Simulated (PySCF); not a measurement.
Species: C2H5S (charge 0, doublet). It need not be the lowest isomer of its formula. 
Structure (B3LYP-D3(BJ)/def2-TZVP (Ansatz) minimum search):
SMILES: CC[S]
```xyz
8

C      1.5240     0.6464    -0.0053
C      0.0064     0.7586     0.0050
S     -0.8874    -0.8074     0.0002
H     -0.3508     1.3108     0.8809
H     -0.3618     1.3224    -0.8587
H      1.9817     1.6392    -0.0016
H      1.8790     0.1022     0.8702
H      1.8678     0.1140    -0.8925
```
Charge 0, spin multiplicity 2.

Dispersion corrections to the total energy (kcal/mol) from the dftd3 and dftd4 libraries through PySCF: D3(BJ) without and D4 with the three-body term, each with the damping fitted for the functional named.

| functional | D3(BJ) | D4 |
|---|---|---|
| PBE | -3.19 | ? |
| LC-wPBE | -2.89 | -3.09 |
| r2SCAN | -0.83 | -0.66 |
| TPSSh | -3.62 | -3.43 |
| BLYP | -6.81 | -6.38 |
| B2PLYP | -2.50 | ? |
| PBE0 | ? | -2.31 |

**Question.** Some entries are withheld; supply them.

**Answer.** 
- PBE, D4: -2.79
- B2PLYP, D4: -1.94
- PBE0, D3(BJ): -2.69
